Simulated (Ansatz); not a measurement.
in.yaml

```yaml
crystal:
  periodic: [false, false, false]
  atoms:
    - {symbol: B, position_ang: [0.000000, 0.084416, 0.783587]}
    - {symbol: C, position_ang: [0.000000, -0.120961, -0.584032]}
    - {symbol: H, position_ang: [0.000000, 0.535945, -1.445249]}
basis:
  gaussian: {orbitals: cc-pVTZ}
total_charge: 1
magnetization: {spin_polarized: false, initial_magnetization: 1}
correlation: {method: bccd_t, electrons: outside_noble_gas}
```

```sh
$ ansatz run in.yaml --threads 1 --pin off --events-out ev --progress --plain --max-ram 2393MiB
```

**Question.** Roughly how long does this take on 1 thread of Arm Neoverse V1, shared host, and how much host memory?

**Answer.** 16 s wall and 0.29 GiB.

```
429 factors; integrals over basis functions are off by at most 1.1e-3 eV
mean field evaluation 1: about -1697.4457 eV, gradient 3.6e1 eV
mean field evaluation 2: about -1697.4474 eV, gradient 3.6e1 eV
mean field evaluation 4: about -1702.4570 eV, gradient 9.9e0 eV
mean field evaluation 8: about -1703.2259 eV, gradient 3.2e-1 eV
mean field evaluation 16: about -1702.0197 eV, gradient 3.0e0 eV
mean field evaluation 32: about -1702.2723 eV, gradient 2.9e-4 eV
mean field evaluation 64: about -1702.2723 eV, gradient 2.0e-2 eV
mean field evaluation 96: about -1702.6751 eV, gradient 2.2e-3 eV
mean field evaluation 128: about -1701.7743 eV, gradient 2.3e0 eV
mean field evaluation 160: about -1700.4186 eV, gradient 5.2e0 eV
...
cycle  10  -6.43938805 eV  change    1.2e-3 eV  update   1.2e-3
cycle  11  -6.43452435 eV  change    4.9e-3 eV  update   8.9e-4
cycle  12  -6.43557949 eV  change   -1.1e-3 eV  update   4.5e-4
cycle  13  -6.43534672 eV  change    2.3e-4 eV  update   2.6e-4
cycle  14  -6.43497506 eV  change    3.7e-4 eV  update   1.1e-4
cycle  15  -6.43516948 eV  change   -1.9e-4 eV  update   6.5e-5
cycle  16  -6.43518757 eV  change   -1.8e-5 eV  update   3.1e-5
cycle  17  -6.43519676 eV  change   -9.2e-6 eV  update   1.3e-5
cycle  18  -6.43520641 eV  change   -9.7e-6 eV  update   7.0e-6
cycle  19  -6.43520900 eV  change   -2.6e-6 eV  update   2.8e-6
perturbative correction -0.51640971 eV, -0.0189777069 hartree
Total energy: -1709.22395783 eV, -62.8128218967 hartree
```
